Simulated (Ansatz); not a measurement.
Relaxation of CH3SSi (6 atoms, charge 0, multiplicity 2), to a largest force component of 0.02 eV/Å in at most 50 steps.

Level of theory: Ansatz, UKS PBE0-D4/6-31G*.

```xyz
6
Properties=species:S:1:pos:R:3:forces:R:3
C -0.601 -0.922 -0.023 0.26 0.38 -0.26
Si 0.603 0.396 0.253 -1.90 -0.17 -0.47
S -1.446 0.466 -0.679 0.79 0.06 0.46
H -0.718 -1.901 -0.443 0.05 -0.49 0.02
H 1.597 0.933 -0.664 0.54 -0.01 -0.32
H 0.566 1.028 1.557 0.27 0.24 0.57
```

Q: Where does it end, and by what steps?

A: The forces met the threshold. After 6 steps the energy has fallen by 0.169 eV; Si2 moved furthest, 0.14 Å.

| step | energy less start (eV) | largest force component (eV/Å) | accepted |
| --- | --- | --- | --- |
| 0 | 0.0000 | 1.903 | yes |
| 1 | -0.1338 | 0.767 | yes |
| 2 | -0.1537 | 0.503 | yes |
| 3 | -0.1632 | 0.175 | yes |
| 4 | -0.1646 | 0.300 | yes |
| 5 | -0.1684 | 0.128 | yes |
| 6 | -0.1694 | 0.013 | yes |

```xyz
6
Properties=species:S:1:pos:R:3
C -0.538 -0.923 -0.144
Si 0.496 0.478 0.224
S -1.460 0.484 -0.669
H -0.738 -1.959 -0.372
H 1.623 0.906 -0.642
H 0.617 1.014 1.602
```

Run time: 44 s on 1 thread of Arm Neoverse N1, with other jobs on the host, peak memory 0.15 GiB.
